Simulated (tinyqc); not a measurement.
Pariser-Parr-Pople SCF with singles CI, for the molecule O=CC=O (SMILES; centres numbered as the heavy atoms are written), step by step. One step of it, computed by the program tinyqc.

Task: Singles CI, triplets. Over the 4 single excitations with the smallest orbital gaps: A = (e_a - e_i) delta - (ij|ab), with (pq|rs) = sum c_mp c_mq gamma_mn c_nr c_ns.

orbital energies (eV): -16.517397  -14.377176  -2.988708  1.260364

coefficients:
```
,MO1,MO2,MO3,MO4
1O,0.522091,0.634914,-0.476886,-0.311263
2C,0.476886,0.311263,0.522091,0.634914
3C,0.476886,-0.311263,0.522091,-0.634914
4O,0.522091,-0.634914,-0.476886,0.311263
```

repulsion gamma_rs (eV), lower triangle:
```
,1O,2C,3C,4O
1O,15.200000
2C,8.102761,11.130000
3C,5.413077,7.555018,11.130000
4O,3.765672,5.413077,8.102761,15.200000
```

Give: triplet CI matrix; triplet excitation energies.

Result:

triplet CI matrix (eV), lower triangle:
```
,2>3,1>3,2>4,1>4
2>3,3.358
1>3,0.000,5.454
2>4,0.000,-2.187,8.050
1>4,-2.187,0.000,0.000,9.784
```

triplet excitation energies (eV): 2.685  4.209  9.295  10.458
